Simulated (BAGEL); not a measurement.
# BOF (fluoro(oxo)borane): HF/cc-pVTZ (density fitting with qzvpp-jkfit)

Aim: the energy change on altering one bond length of BOF (fluoro(oxo)borane) at HF/cc-pVTZ (density fitting with qzvpp-jkfit), from 2 runs. 

Program for the calculation: BAGEL 1.2.2.

## (1) The structure to begin with

BOF: 3 atoms, total charge 0, spin state singlet. As SMILES, `O=BF`. Geometry: relaxed at PBE0-D4/def2-TZVP.

Bond lengths: O1–B2 1.206 Å, B2–F3 1.282 Å. Angles: O1–B2–F3 180.0°.

## (2) The energy at HF/cc-pVTZ (density fitting with qzvpp-jkfit)

File hf.json:

```json
{ "bagel" : [

{
  "title" : "molecule",
  "basis" : "cc-pvtz.json",
  "df_basis" : "qzvpp-jkfit",
  "angstrom" : true,
  "geometry" : [
    { "atom" : "O", "xyz" : [       0.983100,      -0.565100,       0.479900 ] },
    { "atom" : "B", "xyz" : [       0.020300,      -0.011600,       0.009900 ] },
    { "atom" : "F", "xyz" : [      -1.003400,       0.576800,      -0.489800 ] }
  ]
},

{
  "title" : "hf"
},

{
  "title" : "print",
  "file" : "orbitals.molden",
  "orbitals" : true
}

]}
```

The basis set cc-pVTZ is read from a file made from the Basis Set Exchange's data (not shown).

Run with:

```console
$ BAGEL_NUM_THREADS=1 BAGEL hf.json > hf.out
```

The program printed:

```text
* using 1 threads per process

  ===============================================================
  ===============================================================

  *** Geometry ***

  { "atom" : "O", "xyz" : [      1.857790,     -1.067884,      0.906880 ] },
  { "atom" : "B", "xyz" : [      0.038361,     -0.021921,      0.018708 ] },
  { "atom" : "F", "xyz" : [     -1.896151,      1.089994,     -0.925588 ] },

  Number of auxiliary basis functions:      229

  Since a DF basis is specified, we compute 2- and 3-index integrals:
    o Being stored without compression. Storage requirement is 0.015 GB

  Number of basis functions:       90
  Number of electrons      :       22

    * METHOD: MOLECULE                             0.10

  *** RHF ***

  === Nuclear Repulsion ===
    51.4389501297

      * DIIS with orbital gradients will be used.

  === RHF iteration (cc-pvtz.json) ===
      0       -198.87241774          0.02982052           0.02
      1       -198.99292235          0.02510423           0.02
      2       -199.15359744          0.00200109           0.02
      3       -199.15497476          0.00103393           0.02
      4       -199.15545277          0.00022608           0.02
      5       -199.15549214          0.00005295           0.02
      6       -199.15549380          0.00001115           0.02
      7       -199.15549386          0.00000231           0.02
      8       -199.15549386          0.00000089           0.02
      9       -199.15549386          0.00000032           0.02
     10       -199.15549386          0.00000015           0.02
     11       -199.15549386          0.00000004           0.02
     12       -199.15549386          0.00000001           0.02
     13       -199.15549386          0.00000000           0.02
    * SCF iteration converged.

    * Permanent dipole moment:
           (    0.749558,    -0.430967,     0.365919) a.u.

    * METHOD: HF                                   0.39

    * METHOD: PRINT                                0.03

  ===============================================================
```

It took 0.64 s on 1 thread of Arm Neoverse N1, shared host.

## (3) The distorted shape at the same level

File calc.json:

```json
{ "bagel" : [

{
  "title" : "molecule",
  "basis" : "cc-pvtz.json",
  "df_basis" : "qzvpp-jkfit",
  "angstrom" : "true",
  "geometry" : [
    { "atom" : "O", "xyz" : [       2.138439,      -1.229288,       1.043890 ] },
    { "atom" : "B", "xyz" : [       0.020300,      -0.011600,       0.009900 ] },
    { "atom" : "F", "xyz" : [      -1.003400,       0.576800,      -0.489800 ] }
  ]
},

{
  "title" : "hf"
},

{
  "title" : "print",
  "file" : "orbitals.molden",
  "orbitals" : "true"
}

]}
```

The basis set cc-pVTZ is read from a file made from the Basis Set Exchange's data (not shown).

Run with:

```console
$ BAGEL_NUM_THREADS=1 BAGEL calc.json > calc.out
```

The program printed:

```text
* using 1 threads per process

  ===============================================================
  ===============================================================

  *** Geometry ***

  { "atom" : "O", "xyz" : [      4.041064,     -2.323018,      1.972666 ] },
  { "atom" : "B", "xyz" : [      0.038361,     -0.021921,      0.018708 ] },
  { "atom" : "F", "xyz" : [     -1.896151,      1.089994,     -0.925588 ] },

  Number of auxiliary basis functions:      229

  Since a DF basis is specified, we compute 2- and 3-index integrals:
    o Being stored without compression. Storage requirement is 0.015 GB

  Number of basis functions:       90
  Number of electrons      :       22

    * METHOD: MOLECULE                             0.10

  *** RHF ***

  === Nuclear Repulsion ===
    36.2336100971

      * DIIS with orbital gradients will be used.

  === RHF iteration (cc-pvtz.json) ===
      0       -197.76844016          0.03907884           0.02
      1       -190.99936770          0.06977899           0.02
      2       -197.83985257          0.03333241           0.02
      3       -198.10209478          0.03031581           0.02
      4       -198.12889313          0.03175376           0.02
      5       -198.13612043          0.03016841           0.02
      6       -198.19716733          0.02799724           0.02
      7       -197.34561494          0.07309527           0.02
      8       -198.48654527          0.02739313           0.02
      9       -198.79380160          0.00790911           0.02
     10       -198.84873834          0.00159964           0.02
     11       -198.85126015          0.00054387           0.02
     12       -198.85143771          0.00017915           0.02
     13       -198.85146653          0.00003610           0.02
     14       -198.85146736          0.00000637           0.02
     15       -198.85146739          0.00000205           0.02
     16       -198.85146739          0.00000038           0.02
     17       -198.85146739          0.00000009           0.02
     18       -198.85146739          0.00000004           0.02
     19       -198.85146739          0.00000003           0.02
     20       -198.85146739          0.00000003           0.02
     21       -198.85146739          0.00000003           0.02
     22       -198.85146739          0.00000002           0.02
     23       -198.85146739          0.00000001           0.02
     24       -198.85146739          0.00000001           0.02
    * SCF iteration converged.

    * Permanent dipole moment:
           (    0.550819,    -0.316638,     0.268882) a.u.

    * METHOD: HF                                   0.61

    * METHOD: PRINT                                0.03

  ===============================================================
```

Run time: 0.88 s. Hardware: 1 thread of Arm Neoverse N1, shared host.

## (4) Summary of results

Level: HF/cc-pVTZ (density fitting with qzvpp-jkfit).

```
                                                         quantity          value
                                        first shape: total energy  -199.15549 Eh
                                       first shape: dipole moment         2.39 D
                                         first shape: HOMO energy      -14.24 eV
                                         first shape: LUMO energy        2.98 eV
                                       first shape: HOMO–LUMO gap       17.22 eV
                                    distorted shape: total energy  -198.85147 Eh
                                   distorted shape: dipole moment         1.75 D
                                     distorted shape: HOMO energy      -11.72 eV
                                     distorted shape: LUMO energy        0.91 eV
                                   distorted shape: HOMO–LUMO gap       12.63 eV
energy change with the O1–B2 bond stretched from 1.206 to 2.653 Å       8.273 eV
```

What this shows: With the O1–B2 bond stretched from 1.206 to 2.653 Å the energy rises by 8.27 eV (798 kJ/mol). The first shape isn't relaxed at this level, so the change isn't measured from a minimum. A restricted reference can't describe the breaking bond well at this length.
